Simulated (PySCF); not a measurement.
# Nuclear quadrupole coupling in `[O-]CC1CCC1`

Species: C5H9O (charge -1).
Structure used (GFN2-xTB), in Å, numbered top down from 1:
```xyz
15
C5H9O angstrom
O      1.819   -0.438    1.384
C      1.823    0.004    0.165
C      0.407    0.192   -0.497
C     -0.524   -1.024   -0.369
C     -1.643   -0.104    0.129
C     -0.595    0.991    0.351
H      2.391   -0.664   -0.592
H      2.327    1.038    0.025
H      0.501    0.563   -1.525
H     -0.726   -1.612   -1.268
H     -0.139   -1.666    0.423
H     -2.355    0.154   -0.661
H     -2.201   -0.439    1.007
H     -0.234    1.009    1.380
H     -0.855    2.002    0.026
```

Field gradients from the PBE0/pcSseg-1 density (PySCF, non-relativistic), principal values in atomic units, ordered |Vxx| ≤ |Vyy| ≤ |Vzz|:

| atom | Vxx | Vyy | Vzz |
| --- | --- | --- | --- |
| O1 | -0.6270 | -0.9282 | 1.5552 |

**Question.** Find the asymmetry η = (Vxx − Vyy)/Vzz and the couplings χ = eQV/h (234.96 MHz × Q in barn × V in au), with Q(17O) = −0.0256 b.

**Answer.** 
```
atom      environment  nucleus     η  χzz (MHz)  χxx (MHz)  χyy (MHz)
  O1  alkoxide oxygen      17O  0.19      -9.35       3.77       5.58
```

The tensor is traceless: Vxx + Vyy + Vzz = 0.

**Question.** What is Vzz at O1 in SI units (1 au = 9.71736 × 10²¹ V/m²)?

**Answer.** 1.5552 au = 15.112 × 10²¹ V/m².

**Question.** What couplings would deuterons (Q(2H) = 0.00286 b) have in place of the hydrogens, at this geometry?

**Answer.** 
| atom | bonded to | bond length (Å) | Vzz (au) | η | χzz (kHz) |
| --- | --- | --- | --- | --- | --- |
| H7 | C2 | 1.158 | 0.2164 | 0.02 | 145 |
| H8 | C2 | 1.159 | 0.2161 | 0.02 | 145 |
| H9 | C3 | 1.097 | 0.3084 | 0.01 | 207 |
| H10 | C4 | 1.093 | 0.3172 | 0.02 | 213 |
| H11 | C4 | 1.090 | 0.3041 | 0.06 | 204 |
| H12 | C5 | 1.094 | 0.3112 | 0.02 | 209 |
| H13 | C5 | 1.093 | 0.3132 | 0.01 | 210 |
| H14 | C6 | 1.090 | 0.3047 | 0.06 | 205 |
| H15 | C6 | 1.093 | 0.3168 | 0.02 | 213 |

Geometry: GFN2-xTB, one conformer, isolated ion. The pcSseg-1 basis has no diffuse functions, a weakness for an anion. The HOMO energy is positive at this level (+0.56 eV), so the outermost electrons may be held by the finite basis alone. GFN2-xTB bond lengths can be off by several hundredths of an ångström, more for odd bonds, and the gradients follow them. A larger basis could move these couplings by a tenth or more.

These values come from a run that also computed NMR shieldings. Time: 26 s of wall time. Hardware: an Arm Neoverse N1 with one thread (shared host).
